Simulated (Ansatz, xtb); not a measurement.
**Relative energy of two structures of C2H5B+**

Structure a is a doublet given by its coordinates and structure b is the doublet with the links of `[BH+][CH]C`. Both are isolated ions in the gas phase, relaxed with r2SCAN-D4/def2-SVP; the shapes shown needn't be the lowest conformers.

a (Å):

```xyz
8

C    -0.9110   -0.6735    1.1218
C    -1.1220   -2.0896    0.8287
B    -2.4451   -1.5820    1.3818
H    -3.5103   -1.2675    1.8031
H    -0.5176   -0.3410    2.0922
H    -1.0726    0.1004    0.3591
H    -0.6524   -2.8348    1.4958
H    -1.2052   -2.3952   -0.2298
```

Close contacts (Å): C1–C2 1.46, C1–B3 1.80, C2–B3 1.52, C1–H5 1.10, C1–H6 1.10, C2–H7 1.10, C2–H8 1.10, B3–H4 1.19.

b (Å):

```yaml
atoms:
  - { symbol: C, position_ang: [-1.4692, -1.1349, 1.5909] }
  - { symbol: C, position_ang: [-0.7376, -1.8016, 0.5017] }
  - { symbol: B, position_ang: [-2.9025, -0.9201, 1.7414] }
  - { symbol: H, position_ang: [-4.0652, -0.7319, 1.8886] }
  - { symbol: H, position_ang: [-0.8592, -0.7328, 2.4241] }
  - { symbol: H, position_ang: [0.0196, -1.0969, 0.0989] }
  - { symbol: H, position_ang: [-0.1200, -2.6158, 0.9347] }
  - { symbol: H, position_ang: [-1.3634, -2.1903, -0.3094] }
```

Quicker runs give these differences E(b) − E(a): GFN2-xTB −0.246 eV; HF/STO-3G −0.772 eV (at GFN2-xTB geometries); r2SCAN-D4/def2-SVP//GFN2-xTB −0.304 eV.

Problem. Estimate E(b) − E(a) at the level CCSD(T)/def2-SVP + ΔMP2/def2-TZVPP.

Solution. Calculated at CCSD(T)/def2-SVP + ΔMP2/def2-TZVPP: E(b) − E(a) = −0.213 eV, so structure b lies lower.

How the difference moves with the method:

```tsv
level	geometry	E(b) − E(a) (eV)	departure from the last row (eV)	job, with rough time for the two
GFN2-xTB	GFN2-xTB	−0.246	−0.033	optimisation, 0.54 s
HF/STO-3G	GFN2-xTB	−0.772	−0.558	single point, 1.4 s
r2SCAN-D4/def2-SVP//GFN2-xTB	GFN2-xTB	−0.304	−0.091	single point, 9.3 s
r2SCAN-D4/def2-SVP	r2SCAN-D4/def2-SVP	−0.175	+0.038	optimisation, 2.6 min
HF/def2-SVP	r2SCAN-D4/def2-SVP	−0.463	−0.250	part of the CCSD(T) run
MP2/def2-SVP	r2SCAN-D4/def2-SVP	−0.215	−0.001	part of the CCSD(T) run
CCSD(T)/def2-SVP	r2SCAN-D4/def2-SVP	−0.230	−0.017	single point
CCSD(T)/def2-SVP + ΔMP2/def2-TZVPP	r2SCAN-D4/def2-SVP	−0.213		single point, 37 s
```

The levels shown agree on the order. The largest departure from CCSD(T)/def2-SVP + ΔMP2/def2-TZVPP is that of HF/STO-3G, 0.558 eV. The last row adds to CCSD(T) the change of the MP2 difference between the two basis sets, here +0.017 eV.

With harmonic frequencies from r2SCAN-D4/def2-SVP (ideal gas, rigid rotor, one conformer each, 298.15 K, 1 atm): the zero-point term adds +0.018 eV; ΔH is −0.185 and ΔG −0.215 eV.

Open shells are spin-unrestricted. The correlated steps freeze 3 core orbitals. Programs: Ansatz 0.2.0, xtb 6.7.1; the last row on 1 thread of Intel(R) Xeon(R) Processor @ 2.50GHz (Skylake/Cascade Lake) on a shared host.
